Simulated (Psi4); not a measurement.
# AlH2OF (SMILES [OH][AlH][F]) at CAM-B3LYP/def2-TZVP

What is the energy change on altering one bond length of AlH2OF at CAM-B3LYP/def2-TZVP? 

Program for the calculation: Psi4 1.11.

**1. The system as given**

AlH2OF has 5 atoms, charge 0, and is taken as a singlet. As SMILES, `[OH][AlH][F]`. Geometry: a GFN2-xTB relaxation, a rough one for these elements and not checked as a minimum. This is one conformer, not always the lowest.

Bond lengths: O1–Al2 1.635 Å, Al2–F3 1.650 Å, O1–H4 0.946 Å, Al2–H5 1.492 Å. Angles: O1–Al2–F3 123.4°, O1–Al2–H5 119.8°, F3–Al2–H5 116.9°, Al2–O1–H4 177.6°.

**2. Energy and forces at CAM-B3LYP/def2-TZVP**

calc.dat reads:

```
memory 1600 MB

molecule {
  0 1
  O     -1.021720     0.325810    -0.327270
  Al     0.472970    -0.139110     0.144100
  F      0.778780    -1.566900     0.912060
  H     -1.871140     0.628670    -0.614330
  H      1.641100     0.751530    -0.114560
  symmetry c1
}

set basis def2-TZVP
set puream true
set e_convergence 1e-09
set d_convergence 1e-08
set scf_type pk
set dft_radial_points 99
set dft_spherical_points 590

energy_value, wavefunction = gradient("cam-b3lyp", return_wfn=True)
oeprop(wavefunction, "MAYER_INDICES", "QUADRUPOLE", "MULLIKEN_CHARGES")
```

Started as:

```sh
$ psi4 -n 1 calc.dat calc.out
```

calc.out, shortened:

```text
[...]
  Running in c1 symmetry.
[...]
  Nuclear repulsion =  100.879089140493420
[...]
  Multiplicity = 1
[...]
  Nalpha       = 16
  Nbeta        = 16
[...]
    Number of basis functions: 111
[...]
   @RKS iter   1:  -418.61137784393384   -6.42990e-01   8.16323e-03 ADIIS/DIIS
[...]
   @RKS iter  10:  -418.87513147799535   -2.25668e-11   7.08633e-09 DIIS
[...]
    Orbital Energies [Eh]
    ---------------------
    Doubly Occupied:
       1A    -56.101798     2A    -24.712305     3A    -19.192941
       4A     -4.214122     5A     -2.771315     6A     -2.765338
       7A     -2.763917     8A     -1.218654     9A     -1.066622
      10A     -0.626045    11A     -0.524093    12A     -0.480629
      13A     -0.478644    14A     -0.424821    15A     -0.415213
      16A     -0.393916
[...]
  @RKS Final Energy:  -418.87513147799535
   => Energetics <=
    Nuclear Repulsion Energy =            100.8790891404934200
    One-Electron Energy =                -783.2800424263543846
    Two-Electron Energy =                 292.4456111316372358
    DFT Exchange-Correlation Energy =     -28.9197893237716279
    Empirical Dispersion Energy =           0.0000000000000000
    VV10 Nonlocal Energy =                  0.0000000000000000
    Total Energy =                       -418.8751314779953532
[...]
  -Total Gradient:
     Atom            X                  Y                   Z
    ------   -----------------  -----------------  -----------------
       1        0.006510937399    -0.000167591267     0.001163785356
       2        0.007536427075     0.012427382808    -0.005193295245
       3        0.003300515996    -0.001859054232     0.001522349266
       4       -0.000027519249     0.001344864794    -0.000666835065
       5       -0.017349596308    -0.011702025112     0.003145970735
[...]
 Multipole Moments:
 ------------------------------------------------------------------------------------
     Multipole            Electronic (a.u.)      Nuclear  (a.u.)        Total (a.u.)
 ------------------------------------------------------------------------------------
 L = 1.  Multiply by 2.5417464519 to convert [e a0] to [Debye]
 Dipole X            :          0.8232949           -1.3954114           -0.5721165
 Dipole Y            :         -2.3275105            2.9063896            0.5788791
 Dipole Z            :          1.2954949           -1.6810587           -0.3855638
 Magnitude           :                                                    0.9005986
 L = 2.  Multiply by 1.3450342976 to convert [e a0^2] to [Debye ang]
 Quadrupole XX       :        -94.8811067           79.3600763          -15.5210304
 Quadrupole XY       :         44.2110446          -45.3809833           -1.1699387
[...]
  Mulliken Charges: (a.u.)
   Center  Symbol    Alpha    Beta     Spin     Total
       1     O     4.27741  4.27741  0.00000 -0.55481
       2    AL     6.15447  6.15447  0.00000  0.69107
       3     F     4.67652  4.67652  0.00000 -0.35304
       4     H     0.34079  0.34079  0.00000  0.31843
       5     H     0.55082  0.55082  0.00000 -0.10165
   Total alpha = 16.00000, Total beta = 16.00000, Total charge = -0.00000
  Mayer Bond Indices:
[...]
```

It took 36 s on 1 thread of Intel Xeon Platinum 8275CL at 3.00GHz (Skylake/Cascade Lake), shared host; peak memory 0.78 GiB.

**3. The distorted shape: a single-point energy at CAM-B3LYP/def2-TZVP**

calc.inp reads:

```
memory 1600 MB

molecule m {
  0 1
  O     -1.372164     0.058614    -0.249671
  Al     0.122526    -0.406306     0.221699
  F      0.428336    -1.834096     0.989659
  H     -2.221584     0.361474    -0.536731
  H      1.641100     0.751530    -0.114560
  symmetry c1
  no_reorient
  no_com
}

set globals {
  puream true
  e_convergence 1e-09
  d_convergence 1e-08
  scf_type pk
  dft_radial_points 99
  dft_spherical_points 590
}

e_tot, wfn = energy('cam-b3lyp/def2-TZVP', return_wfn=True)
```

Started as:

```sh
$ psi4 calc.inp calc.out -n 1
```

calc.out, shortened:

```text
[...]
  Running in c1 symmetry.
[...]
  Nuclear repulsion =   99.381123503828192
[...]
  Multiplicity = 1
[...]
  Nalpha       = 16
  Nbeta        = 16
[...]
    Number of basis functions: 111
[...]
   @RKS iter   1:  -418.58748113172356   -6.88772e-01   8.16292e-03 DIIS/ADIIS
[...]
   @RKS iter  10:  -418.85119251393706   -2.22826e-11   9.32779e-09 DIIS
[...]
    Orbital Energies [Eh]
    ---------------------
    Doubly Occupied:
       1A    -56.135072     2A    -24.723054     3A    -19.201867
       4A     -4.241392     5A     -2.798832     6A     -2.792741
       7A     -2.791709     8A     -1.228546     9A     -1.074860
      10A     -0.633819    11A     -0.531925    12A     -0.487860
      13A     -0.487094    14A     -0.423275    15A     -0.421530
      16A     -0.362374
[...]
  @RKS Final Energy:  -418.85119251393706
   => Energetics <=
    Nuclear Repulsion Energy =             99.3811235038281922
    One-Electron Energy =                -779.9064001097419805
    Two-Electron Energy =                 290.5308007195001778
    DFT Exchange-Correlation Energy =     -28.8567166275235145
    Empirical Dispersion Energy =           0.0000000000000000
    VV10 Nonlocal Energy =                  0.0000000000000000
    Total Energy =                       -418.8511925139370646
[...]
 Multipole Moments:
 ------------------------------------------------------------------------------------
     Multipole            Electronic (a.u.)      Nuclear  (a.u.)        Total (a.u.)
 ------------------------------------------------------------------------------------
 L = 1.  Multiply by 2.5417464519 to convert [e a0] to [Debye]
 Dipole X            :         10.7680434          -11.5461019           -0.7780585
 Dipole Y            :         38.6174145          -38.1855560            0.4318585
 Dipole Z            :        -17.6174208           17.2727752           -0.3446456
 Magnitude           :                                                    0.9542837
[...]
```

It took 20 s on 1 thread of Intel Xeon Platinum 8275CL at 3.00GHz (Skylake/Cascade Lake), shared host; peak memory 0.78 GiB.

**4. What came out**

Level: CAM-B3LYP/def2-TZVP.

```
                                                          quantity          value
                                         first shape: total energy  -418.87513 Eh
                                        first shape: dipole moment         2.29 D
                                          first shape: HOMO energy      -10.72 eV
                                          first shape: LUMO energy        0.62 eV
                                        first shape: HOMO–LUMO gap       11.34 eV
                             first shape: largest force on an atom     1.088 eV/Å
                                     distorted shape: total energy  -418.85119 Eh
                                    distorted shape: dipole moment         2.43 D
                                      distorted shape: HOMO energy       -9.86 eV
                                      distorted shape: LUMO energy        0.06 eV
                                    distorted shape: HOMO–LUMO gap        9.92 eV
energy change with the Al2–H5 bond stretched from 1.492 to 1.939 Å       0.651 eV
```

What this shows: With the Al2–H5 bond stretched from 1.492 to 1.939 Å the energy rises by 0.65 eV (15.0 kcal/mol). The first shape isn't relaxed at this level, so the change isn't measured from a minimum. The largest force (first shape) is 1.09 eV/Å: the shape isn't a stationary point for this species at this level.
